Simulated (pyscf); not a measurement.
Structures and frequencies: ωB97X-D3(BJ)/def2-SVP in PySCF.

Estimate the classical barrier height and the reaction energy of `[CH3][N]([CH3])[SiH3]` + `[NH3]` → `[CH3][N]([CH3])[SiH2][NH2]` + `[H][H]` at ωB97M-D3(BJ)/def2-TZVP. The step runs on the singlet surface, breaks H–Si, H–N and forms N–Si, H–H; take the separated reactants as zero.

ΔE‡ = 1.53 eV, ΔE = -0.46 eV. Zero-point energy shifts the barrier by -0.01 eV. It is a four-centre exchange, with an imaginary mode of 1428i cm⁻¹. At the saddle there is also a short H–Si contact that neither side keeps. One saddle was located; it need not be the lowest between these sides.
